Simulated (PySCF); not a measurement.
# Unknown compound

The spectra below were simulated for a compound C$_{3}$H$_{5}$N$_{3}$.

¹H NMR (500 MHz, computed): δ 7.89 (m, 1H), 7.87 (m, 1H), 4.06 (s, 3H).

¹³C{¹H} NMR (computed): δ 155.5, 147.4, 36.4.

- shielding tensors at PBE0/pcSseg-1 (GIAO)
- geometry from GFN2-xTB
- code: PySCF 2.14.0 with density-fitted response routines
- no relativistic terms, no solvent model, single conformer, one averaged value for each set of equivalent atoms

References, each an isolated molecule treated in the same way: ¹H (σ = 31.72 ppm), ¹³C (σ = 186.93 ppm) against TMS.

Choose the structure that fits.
A. Cn1ccnn1
B. Cn1cncn1
C. Cn1nccn1

Answers

B. 

The formula gives 3 degrees of unsaturation (1 ring in the answer). 3 carbon signals for 3 carbons: no two carbons are equivalent. Carbon types of the structure: 2 × CH, 1 × CH3, which accounts for all hydrogens. δC 155.5, 147.4: aromatic CH between two ring heteroatoms. δC 36.4: methyl carbon bonded to N; deshielded by the electronegative neighbour. δH 7.89, 7.87: hydrogen on an aromatic CH between two ring heteroatoms; aromatic region. δH 4.06: hydrogen on a methyl carbon bonded to N; its carbon carries N, hence the downfield position.

The others: Cn1ccnn1 has carbons computed at 139.1, 129.1, 36.2; Cn1nccn1 would give 2 carbon signals, not 3.

Shifts are as computed. Against solution values, carbons near 30 ppm lie about +3 ppm off and those near 130 ppm about +5 ppm. Of 1211 compounds with measured shifts, 218 miss one by over three times the rms of a fit or turn the order of signals round; such compounds aren't used in these exercises. No couplings were computed; multiplicities are counted from neighbouring protons, with m where these are inequivalent, close in shift, in a saturated or five-membered ring or joined by F or P, and br s for small geminal =CH2 splittings.
